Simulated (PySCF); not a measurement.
# Cl: ionisation energy

Cl [Ne] 3s2 3p5 (2P) → Cl⁺ [Ne] 3s2 3p4 (3P), as a difference of total energies. Computed with PySCF 2.14 in x2c-QZVPPall with one added diffuse shell each of s, p, d, f type (10s7p5d3f1g, 86 functions), with the spin-free X2C one-electron Hamiltonian (Gaussian nucleus). Correlated levels: valence and next inner shell: 1s2 frozen. The calculations carry no spin-orbit coupling.

| method | ionisation energy (eV) |
| --- | --- |
| UHF | 11.746 |
| MP2 (valence and next inner shell) | 12.846 |
| SCS-MP2 (valence and next inner shell) | 12.858 |
| CCSD (valence and next inner shell) | 12.810 |
| CCSD(T) (valence and next inner shell) | 12.868 |

**Question.** How much does correlation contribute at CCSD(T) (valence and next inner shell)?

**Answer.** 12.868 − (11.746) = 1.122 eV, measured against UHF.

Errors of the correlated levels include the incompleteness of this basis and the frozen core.

For comparison: 12.974 eV (measured; NIST levels, between the centres of gravity of the two terms).
